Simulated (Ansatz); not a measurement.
## Ansatz (development build ahead of 0.2.0) run

```yaml
crystal:
  periodic: [false, false, false]
  atoms:
    - { symbol: F, position_ang: [0.0, 0.0, 0.0] }
    - { symbol: Mg, position_ang: [0.0, 3.0349, 2.3287] }
    - { symbol: Mg, position_ang: [0.0, -3.0349, 2.3287] }
basis:
  gaussian: { orbitals: pcseg-2 }
magnetization:
  spin_polarized: true
  initial_magnetization: 1
hamiltonian:
  xc: pbe0
```

The input is written out in the form of the current development build from the run's settings.

Results

```
Converged                       : yes
Total energy                    : -499.64074 hartree
Spin squared of the determinant : 0.768
Stability test                  : minimum
```

Caution: charge can spread falsely over distant fragments.
